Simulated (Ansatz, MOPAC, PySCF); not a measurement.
Complex: C2H4 (SMILES C=C) (first 6 atoms) with C2H4 (SMILES C=C); geometry from A24 set.
(charge 0, multiplicity 1):
```xyz
12

H     -0.924     1.232    -1.750
H      0.924     1.232    -1.750
H      0.924    -1.232    -1.750
H     -0.924    -1.232    -1.750
C      0.000     0.667    -1.750
C      0.000    -0.667    -1.750
H     -0.924     1.232     1.750
H      0.924     1.232     1.750
H      0.924    -1.232     1.750
H     -0.924    -1.232     1.750
C      0.000     0.667     1.750
C      0.000    -0.667     1.750
```

Counterpoise-corrected where a basis set is named; no monomer relaxation. Rows marked so take none.

Cores are frozen in the correlated methods. Rows in 6-31G* carry no dispersion term and start afresh at each structure (6-31G* with six Cartesian d functions). The state that PM3, PM7 reach isn't checked; PM7 holds dispersion and hydrogen-bond terms.

Codes used: Ansatz (Gaussian basis) for Hartree–Fock, density functionals and correlated methods; MOPAC for PM3, PM7 (differences of heats of formation); PySCF for 6-31G* rows, the dispersion terms. Each number belongs to the level named beside it.

| level | interaction energy (kJ/mol) |
|---|---|
| PM3 | 2.3 |
| PM7 | -3.3 |
| HF/6-31G* (no counterpoise) | 11.6 |
| PBE/def2-TZVPPD | 8.1 |
| PBE-D4/def2-TZVPPD | 2.9 |
| revPBE-D3(BJ)/def2-TZVPPD | 3.6 |
| B2PLYP-D3(BJ)/def2-TZVPPD | 5.1 |
| B2PLYP-D4/def2-TZVPPD | 5.0 |
| SCS-MP2/aug-cc-pVDZ | (withheld) |

### Question
What belongs in the gaps?

### Answer

- SCS-MP2/aug-cc-pVDZ, interaction energy (kJ/mol): 6.1

Ansatz is an electronic-structure program.
